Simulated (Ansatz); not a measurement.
# SiH2: the relaxed shape and its frontier levels

What does SiH2 look like as a singlet, and where do its frontier electrons sit?

Computed with Ansatz 0.2.0, Gaussian basis. Level: RKS PBE0-D4/def2-TZVP.

Plan: relaxation at r2SCAN-D4/def2-TZVP; a single point at PBE0-D4/def2-TZVP.

### 1 Starting geometry

3 atoms, charge 0, spin multiplicity 1.

Atoms are counted from 1 here; the program's logs count them from 0.

Bond lengths: Si1–H2 1.486 Å, Si1–H3 1.485 Å. Angles: H2–Si1–H3 97.1°.

The start is a GFN2-xTB geometry.

### 2 Relaxation at r2SCAN-D4/def2-TZVP

Contents of in.yaml:

```yaml
crystal:
  periodic: [false, false, false]
  atoms:
    - {symbol: Si, position_ang: [0.005220, -0.008160, -0.655700]}
    - {symbol: H, position_ang: [1.110230, -0.020010, 0.337410]}
    - {symbol: H, position_ang: [-1.115450, 0.028170, 0.318290]}
basis:
  gaussian: {orbitals: def2-TZVP}
hamiltonian: {xc: r2scan, dispersion: d4}
scf: {omitted_lower_state_checks: [starts]}
output: {orbitals: {seedname: orbitals}}
relax: {f_tol: 0.02, max_steps: 100}
```

On the command line:

```console
> ansatz run in.yaml --threads 4 --pin off --events-out ev --progress --plain --max-ram 3916MiB
```

After this run come: Single point, PBE0-D4/def2-TZVP.

Q: Predict the results of all the runs planned. Wanted: point group; commonest bond; HOMO, LUMO at PBE0-D4/def2-TZVP; dipole at r2SCAN-D4/def2-TZVP.

As calculated:

| quantity | value |
| --- | --- |
| point group | C2v |
| commonest bond | H–Si, 2 of mean length 1.525 Å |
| HOMO, LUMO at PBE0-D4/def2-TZVP | -6.88, -3.10 eV |
| dipole at r2SCAN-D4/def2-TZVP | 0.19 D |

What this shows: The molecule keeps its bonding pattern by the stored test; the atoms moved 0.05 Å (rms). No usable vibrations, so a minimum isn't proven. The HOMO lies nearest to Si1 70 %; H2, H3 about 15 % each and the LUMO to Si1 73 %; H2, H3 about 13 % each.
